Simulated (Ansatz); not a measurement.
A structure relaxed at PBE0-D4/def2-TZVP, charge 0, multiplicity 1:

| atom | x (Å) | y (Å) | z (Å) |
| --- | --- | --- | --- |
| Cl1 | -0.939 | 1.710 | 0.220 |
| Si2 | -0.012 | -0.076 | -0.118 |
| Cl3 | 1.118 | -0.597 | 1.499 |
| H4 | 0.880 | 0.073 | -1.284 |
| H5 | -1.046 | -1.109 | -0.318 |

Question: Give its formula and SMILES.

Answer: Cl2H2Si, `Cl[SiH2]Cl` (dichlorosilane (DCS)).

Question: Point group (tolerance 0.08 Å, 0.16 Å for H)?

Answer: C2v.

Question: Summarise the bond lengths by kind.

Answer: 2 × Cl–Si 2.040 Å; 2 × H–Si 1.476 Å.

All numbers were calculated with Ansatz.
